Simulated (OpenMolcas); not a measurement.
# BN (boron nitride): methods side by side

BN has 2 atoms, charge 0, and is taken as a triplet. As SMILES, `B#N`. Geometry: relaxed at GFN2-xTB.

```xyz
2

B     0.0000    0.0000    0.0000
N     0.0000    0.0000    1.2684
```

Each level gives the vertical energy of the singlet above the triplet (eV). The values are calculated.

```json
{"level": "UHF/STO-3G", "kind": "Hartree–Fock", "program": "OpenMolcas", "value (eV)": "2.64", "less FCI/STO-3G": "+3.48"}
{"level": "USVWN5/STO-3G", "kind": "LDA", "program": "OpenMolcas", "value (eV)": "-0.45", "less FCI/STO-3G": "+0.39"}
{"level": "UPBE/STO-3G", "kind": "GGA", "program": "OpenMolcas", "value (eV)": "-0.16", "less FCI/STO-3G": "+0.68"}
{"level": "U-r2SCAN/STO-3G", "kind": "meta-GGA", "program": "OpenMolcas", "value (eV)": "0.37", "less FCI/STO-3G": "+1.21"}
{"level": "UM06-2X/STO-3G", "kind": "hybrid meta-GGA", "program": "OpenMolcas", "value (eV)": "0.56", "less FCI/STO-3G": "+1.40"}
{"level": "CASSCF(4,4)/STO-3G", "kind": "multireference", "program": "OpenMolcas", "value (eV)": "-0.20", "less FCI/STO-3G": "+0.64"}
{"level": "ROCCSD(T)/STO-3G", "kind": "coupled cluster or CI", "program": "OpenMolcas", "value (eV)": "-0.90", "less FCI/STO-3G": "-0.06"}
{"level": "FCI/STO-3G", "kind": "exact in the basis", "program": "OpenMolcas", "value (eV)": "-0.84", "less FCI/STO-3G": "0.00"}
```

FCI/STO-3G is exact within its basis and frozen core, so for wave-function methods in that basis the difference is their error; functionals converge differently with the basis, so for them it is only a difference. The values span -0.90 to 2.64 eV. All rows use very small basis sets, so even the best lies far from the true value.
